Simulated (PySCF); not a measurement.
Fluorophosphane, FH2P.
Structure used (PBE0-D3(BJ)/def2-SVP), in Å, numbered top down from 1:
```
atom  x, y, z in Å
F1     0.7380   -1.2124   -0.0418
P2     0.2829    0.2804    0.4119
H3    -1.1308    0.0442    0.4921
H4     0.1462    0.8556   -0.8962
```

All values: CAM-B3LYP/def2-SVPD (PySCF, non-relativistic), on one gas-phase PBE0-D3(BJ)/def2-SVP geometry that isn't relaxed in the solvent. The solvent is an IEF-PCM continuum (van der Waals radii × 1.2). The model holds no explicit solvent molecules, cavitation or dispersion.

Gas phase at CAM-B3LYP/def2-SVPD: HOMO -9.30 eV, LUMO 0.30 eV, dipole 1.56 D.

**Question.** What does the continuum do to the energy, the frontier levels and the dipole at CAM-B3LYP/def2-SVPD in tetrahydrofuran and acetonitrile?

**Answer.** 
| solvent | ε | E(solvent) − E(gas) (kJ/mol) | polarisation term (kJ/mol) | distortion of the solute (kJ/mol) | HOMO (eV) | LUMO (eV) | dipole (D) |
| --- | --- | --- | --- | --- | --- | --- | --- |
| tetrahydrofuran | 7.426 | -8.87 | -10.20 | 1.33 | -9.11 | 0.53 | 1.94 |
| acetonitrile | 35.69 | -10.66 | -12.62 | 1.96 | -9.09 | 0.57 | 2.02 |

The first energy column is the sum of the next two and covers electrostatics alone. From tetrahydrofuran to acetonitrile the lowering changes by a factor 1.20, Onsager's factor (ε − 1)/(2ε + 1) by 1.18 and ε itself by 4.8.

**Question.** Which radius a makes the point-dipole formula ΔE = −[(ε − 1)/(2ε + 1)]·μ²/a³ give the value in acetonitrile, with the gas-phase dipole?

**Answer.** μ = 0.612 au and |ΔE| = 0.00406 Eh give a = 1.87 Å; the farthest nucleus lies 1.41 Å from the centroid of the nuclei. The formula assumes a rigid point dipole at the centre of a sphere.

**Question.** Give the dipole vector in the frame of the coordinates (D, pointing from negative to positive charge), gas and acetonitrile.

**Answer.** Gas (-0.92, 1.25, -0.12), solvent (-1.27, 1.56, -0.25). Its length changes by +30 % and its direction by 4°.

**Question.** How does the static polarisability (CAM-B3LYP/def2-SVPD, frozen core, with the continuum's full static response) change?

**Answer.** 
```csv
medium,isotropic (au),principal values (au),⟨r²⟩ of the electrons (bohr²)
gas,28.1,"26.3, 28.7, 29.4",115.0
tetrahydrofuran,35.7,"32.3, 37.2, 37.8",114.9
acetonitrile,37.6,"33.6, 39.3, 39.9",114.9
```

The isotropic value in acetonitrile is 1.34 times the gas-phase one; no cavity-field correction is applied. ⟨r²⟩ is taken about the centre of nuclear charge.

On one thread, Intel Xeon 6975P-C (x86_64), no GPU, shared host, this took 0.95 s of wall time and 0.31 GiB of memory at its peak. This is the whole response run at CAM-B3LYP/def2-SVPD in acetonitrile, SCF included.
